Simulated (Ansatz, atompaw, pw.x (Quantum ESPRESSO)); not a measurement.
**What a changed setting does to a pw.x run (diamond Si)**

Potential: PAW, atompaw 4.2.0.5, LDA (PW92); core [Ne], reference 3s2 3p2; waves: 3s (bound): rc 1.95 bohr; 3s channel at 0.25 Ry: rc 1.95 bohr; 3p (bound): rc 2.05 bohr; 3p channel at 0.05 Ry: rc 2.05 bohr; 3d channel at 0.05 Ry: rc 2.05 bohr; 3d channel at 1.75 Ry: rc 2.05 bohr; local part: bessel scheme, radius 1.60 bohr; core correction: smooth core density matched at 1.60 bohr; augmentation: sinc compensation charge, radius 1.70 bohr; PAW radius 2.05 bohr; waves and projectors: custom rrkj gramschmidtortho.

The reference run (k-mesh 9³, cutoffs 40/400 Ry, Fermi–Dirac 0.01 Ry, mixing_beta 0.4, conv_thr 1e-9, no spin) gives 0.11 GPa at 19.694 Å³/atom, where all-electron LAPW gives -0.03 GPa. This run, with its own iteration cap, changes k-mesh points per axis to 3.

```
&control
  calculation='scf', prefix='x', pseudo_dir='./', outdir='./tmp', tstress=.true., disk_io='none'
/
&system
  ibrav=0, nat=2, ntyp=1, ecutwfc=40, ecutrho=400, nbnd=11,
  occupations='smearing', smearing='fd', degauss=0.01
/
&electrons
  conv_thr=1e-09, mixing_beta=0.4, electron_maxstep=60
/
ATOMIC_SPECIES
Si 1.0 Si.UPF
CELL_PARAMETERS angstrom
  0.00000000 2.70050288 2.70050288
  2.70050288 0.00000000 2.70050288
  2.70050288 2.70050288 0.00000000
ATOMIC_POSITIONS crystal
Si 0.0000 0.0000 0.0000
Si 0.2500 0.2500 0.2500
K_POINTS automatic
3 3 3 0 0 0
```

```bash
pw.x < Si.scf.in > Si.scf.out
```

How does the run end?

It converges in 8 iterations; the free energy moves by +320.3 meV/atom and the pressure by +1.84 GPa.

```
Message from routine setup:
     using ibrav=0 with symmetry is DISCOURAGED, use correct ibrav instead
     lattice parameter (alat)  =       7.2170  a.u.
     unit-cell volume          =     265.8034 (a.u.)^3
     number of electrons       =         8.00
     number of Kohn-Sham states=           11
     kinetic-energy cutoff     =      40.0000  Ry
     charge density cutoff     =     400.0000  Ry
     scf convergence threshold =      1.0E-09
     Exchange-correlation= SLA PW NOGX NOGC
     number of k points=     4  Fermi-Dirac smearing, width (Ry)=  0.0100
     negative rho (up, down):  8.735E-03 0.000E+00
     iteration #  1     ecut=    40.00 Ry     beta= 0.40
     negative rho (up, down):  1.332E-02 0.000E+00
     total energy              =     -89.25132005 Ry
     estimated scf accuracy    <       0.07805778 Ry
     iteration #  2     ecut=    40.00 Ry     beta= 0.40
     negative rho (up, down):  1.954E-02 0.000E+00
     total energy              =     -89.24575972 Ry
     estimated scf accuracy    <       0.01962358 Ry
     iteration #  3     ecut=    40.00 Ry     beta= 0.40
     negative rho (up, down):  2.119E-02 0.000E+00
     total energy              =     -89.24721633 Ry
     estimated scf accuracy    <       0.00042604 Ry
     [... 2 iterations left out ...]
     iteration #  6     ecut=    40.00 Ry     beta= 0.40
     negative rho (up, down):  2.140E-02 0.000E+00
     total energy              =     -89.24726297 Ry
     estimated scf accuracy    <       0.00000003 Ry
     iteration #  7     ecut=    40.00 Ry     beta= 0.40
     negative rho (up, down):  2.140E-02 0.000E+00
     total energy              =     -89.24726298 Ry
     estimated scf accuracy    <          1.3E-09 Ry
     iteration #  8     ecut=    40.00 Ry     beta= 0.40
     negative rho (up, down):  2.140E-02 0.000E+00
     the Fermi energy is     6.5750 ev
!    total energy              =     -89.24726298 Ry
     estimated scf accuracy    <          9.6E-10 Ry
     smearing contrib. (-TS)   =      -0.00226727 Ry
     The total energy is F=E-TS. E is the sum of the following terms:
     one-electron contribution =       5.89409789 Ry
     hartree contribution      =       1.12481455 Ry
     xc contribution           =      -5.66701764 Ry
     ewald contribution        =     -16.88912557 Ry
     one-center paw contrib.   =     -73.70776495 Ry
     convergence has been achieved in   8 iterations
     negative rho (up, down):  2.140E-02 0.000E+00
          total   stress  (Ry/bohr**3)                   (kbar)     P=       19.46
     Message from routine punch:
     Nothing written, as per user request (disk_io='none')
```

The run took about 5.7 s on one core of a shared host (Intel(R) Xeon(R) Platinum 8488C, 96 threads, 744 GiB, load 24).
